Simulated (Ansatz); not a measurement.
Basis-set series for C$_{4}$H$_{4}$F$_{2}$, SMILES `C=C(F)/C=C/F`. The species carries charge 0 and has multiplicity 1. The geometry is a stationary point of PBE0-D4/def2-TZVP. It is one conformer, not always the lowest.

```tsv
functional	basis	functions	energy (Eh)	HOMO (eV)	LUMO (eV)
PBE0-D4	def2-TZVPP	242	-354.24156	-6.96	-1.01
PBE0-D4	def2-QZVPP	462	-354.26004	-6.99	-1.07
ωB97M-V	def2-TZVPP	242	-354.50072	-9.07	1.08
ωB97M-V	def2-QZVPP	462	-354.51822	-9.10	0.99
```

(1) Give the rows for def2-SVP. (Estimate.)

Answers

(1) The calculation gave: 
```json
{"functional": "PBE0-D4", "basis": "def2-SVP", "functions": "104", "energy (Eh)": "-353.82756", "HOMO (eV)": "-6.87", "LUMO (eV)": "-0.87"}
{"functional": "ωB97M-V", "basis": "def2-SVP", "functions": "104", "energy (Eh)": "-354.07357", "HOMO (eV)": "-8.96", "LUMO (eV)": "1.29"}
```

Positive LUMOs are unbound and depend on the basis.

All numbers were calculated with Ansatz.
